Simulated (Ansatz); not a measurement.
hcp Hf was calculated with PBEsol+SOC (Ansatz, an electronic-structure program, plane waves, PAW).

Numerical settings: plane-wave cutoff 520 eV, 18×18×12 k mesh (along the axes of the cell as run), Fermi–Dirac smearing 0.05 eV, PAW data made under PBE.

Shape and atoms are relaxed at each volume.

Pressure at four volumes; x = ln(V/21.538 Å³). One pressure is withheld.

| V (Å³/atom) | x | P (GPa) |
|---|---|---|
| 20.677 | -0.0408 | ? |
| 21.107 | -0.0202 | 2.38 |
| 21.538 | 0.0000 | 0.01 |
| 22.400 | 0.0392 | -4.15 |

**Question.** Pass a parabola P(x) through the three rows shown, estimate the bulk modulus and its pressure derivative near zero pressure, and predict the withheld pressure.

**Answer.** Slopes between the rows: (0.01 − (2.38))/(0.0000 − (-0.0202)) = -117.33 and (-4.15 − (0.01))/(0.0392 − (0.0000)) = -106.12 GPa. Their difference over the span 0.0594 is c = 11.21/0.0594 = 188.7 GPa, so P(x) = 2.38 + (-117.33)(x − (-0.0202)) + 188.7 (x − (-0.0202))(x − (0.0000)). At the middle row B = −dP/dx = −[-117.33 + 188.7 × 0.0202] = 113.5 GPa, and B′ = dB/dP = 2c/B = 3.3. At x = -0.0408 the parabola gives 4.96 GPa; the run gives 4.97 GPa. The Birch–Murnaghan fit to the energies at all volumes has B0 = 113 GPa and B′ = 3.4.

Measured, for comparison: bulk modulus 110 GPa (zero-point energy and finite temperature contributions removed; as tabulated in doi:10.1021/acs.jctc.3c00612). Computed less measured: bulk modulus +2.7 %.
